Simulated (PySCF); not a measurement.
## SH₃: fields on a plane

These are results of UPBE0/[S def2-TZVP, H def2-TZVP], no relativity, density fitting, PySCF, not measurements.

The doublet minimum has S–H 1.337 Å, S–H 1.492 Å (×2); H–S–H 88.5° (×2), H–S–H 156.2°.

The plane holds S1 at (0.00, 0.00), H2 at (1.34, 0.00), H3 at (0.04, 1.49) Å. Columns run from x = -1.95 to 3.75 Å, rows from y = 3.75 (top) to -1.95 Å, in steps of 0.3 Å. Other isomers or separated fragments may lie lower.

Question: Give the spin density (e/Å³) (cut at ±0.5 e/Å³). Lower edges of the bins (e/Å³): '0' -0.062, '1' -0.006, '2' 0.050, '3' 0.106, '4' 0.163, '5' 0.219, '6' 0.275, '7' 0.331, '8' 0.388, '9' 0.444; top 0.50.

Answer: 
```
11111111111111111111
11111111111111111111
11111111111111111111
11111111111111111111
11111111111111111111
11111122111111111111
11111234311111111111
11111389421111111111
11111279421111111111
11111123211111111111
11111000001111111111
11112200011111111111
11124430111111111111
11124420111111111111
11112100001111111111
11111000111111111111
11111112111111111111
11111123211111111111
11111122211111111111
11111112111111111111
```

Question: Give the lowest empty orbital (Å^-3/2) at -1.95 eV (cut at ±0.3; overall sign arbitrary). Lower edges of the bins (Å^-3/2): '0' -0.300, '1' -0.240, '2' -0.180, '3' -0.120, '4' -0.060, '5' 0.000, '6' 0.060, '7' 0.120, '8' 0.180, '9' 0.240; top 0.30.

Answer: 
```
44444444444444444444
44444444444444444444
44444433344444444444
44443333333444444444
44433222233344444444
44432211123344444445
44432000012344444455
44432000012344444555
54442000012344445555
55554200023444555555
55666532344555555555
56789954566665555555
66799902777876555555
66799903677876555555
56789843456665555555
55666531234555555555
55554310123444455555
44443100012344445555
44432100012344444555
44432211123344444455
```
